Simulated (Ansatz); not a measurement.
# CCl2: the cost of one run

Computed with Ansatz 0.2.0 through its Python package. Level of theory: PBE0/def2-SVP.

## 1. Starting point

Bond lengths: Cl1–C2 1.653 Å, C2–Cl3 1.653 Å. Angles: Cl1–C2–Cl3 128.3°.

No structure file is read: the coordinates are typed or built in the script.

## 2. Script

Contents of relaxed_scan_ccl2.py:

```python
import warnings

import ansatz as az
from ase import Atoms
import numpy as np


def main() -> None:
    warnings.simplefilter("ignore", az.DeckWarning)

    atoms = Atoms(["Cl", "C", "Cl"], positions=[
        (1.28063, -0.44979, 0.65552),
        (-0.16923, -0.42757, -0.1387),
        (-1.1114, 0.87736, -0.51682),
    ])
    system = az.Crystal.molecule_from_ase(atoms)

    base = (
        system.calculation()
        .basis(gaussian="def2-SVP")
        .functional("pbe0")
    )
    symbols = [site.symbol for site in system.cartesian_sites]
    pairs = [(0, 1), (1, 2)]
    print("held (A)   E (eV)        ", "  ".join(f"{symbols[i]}{i}-{symbols[j]}{j}" for i, j in pairs))
    for length in [1.52, 1.65, 1.79, 1.98, 2.23]:
        r = base.relax(constraints=[az.DistanceConstraint((1, 2), at=length)], force_tolerance=0.02, max_steps=60).run().report
        xyz = np.array(r["positions_ang"])
        print(f"{length:6.2f} {r['free_energy_ev']:14.5f}  ", "  ".join(f"{np.linalg.norm(xyz[i] - xyz[j]):.3f}" for i, j in pairs))


if __name__ == "__main__":
    main()
```

## 3. The input behind the calls

The package turns the script's settings into the engine's input (first run):

```yaml
crystal:
  periodic: [false, false, false]
  atoms:
    - { symbol: Cl, position_ang: [1.28063, -0.44979, 0.65552] }
    - { symbol: C, position_ang: [-0.16923, -0.42757, -0.1387] }
    - { symbol: Cl, position_ang: [-1.1114, 0.87736, -0.51682] }
basis:
  gaussian:
    orbitals: def2-SVP
hamiltonian:
  xc: pbe0
relax:
  f_tol: 0.02
  max_steps: 60
  constraints:
    - { distance: [1, 2], at: 1.52 }
```

## 4. Launch

On the command line:

```console
python relaxed_scan_ccl2.py
```

What time and memory should one allow on 1 thread of Arm Neoverse V2, shared host?

About 26 s, with a peak of 0.17 GiB.
